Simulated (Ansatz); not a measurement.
**fcc Cu**

All values below come from r²SCAN (plane waves, PAW; Ansatz, a quantum-chemistry and plane-wave program).

Numerical settings: plane-wave cutoff 500 eV, 34×34×34 k mesh, Fermi–Dirac smearing 0.1 eV, no spin polarisation, scalar-relativistic PAW data made under PBE.

Cell: relaxed at this level.

```json
{
 "volume_per_atom": "11.44 Å³/atom",
 "equilibrium_lattice_constant_a": "3.577 Å"
}
```

Measured, for comparison: equilibrium volume per atom 11.62 Å³/atom, lattice constant a 3.595 Å (low-temperature or extrapolated to 0 K; zero-point anharmonic expansion removed; as tabulated in Csonka et al. (2009), arXiv:0903.4037). Computed (rounded) less measured: equilibrium volume per atom -1.5 %, lattice constant a -0.5 %.
